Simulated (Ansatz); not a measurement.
All numbers were calculated with Ansatz.

A structure relaxed at PBE0-D4/def2-TZVP, charge 0, multiplicity 1:

```xyz
10

F     0.075    0.629   -2.044
C    -0.360    1.168   -0.849
O    -0.689    0.189    0.047
C     0.426   -0.523    0.547
S    -0.040   -1.558    1.929
H    -1.264    1.744   -1.049
H     0.456    1.805   -0.482
H     1.179    0.175    0.936
H     0.880   -1.126   -0.240
H    -0.662   -2.503    1.206
```

Question: Give its formula and SMILES.

Answer: C2H5FOS, `FCOCS`.

Question: Summarise the bond lengths by kind.

Answer: 1 × C–F 1.382 Å; 2 × C–O 1.367 to 1.414 Å; 4 × C–H 1.091 to 1.099 Å; 1 × C–S 1.788 Å; 1 × H–S 1.342 Å.
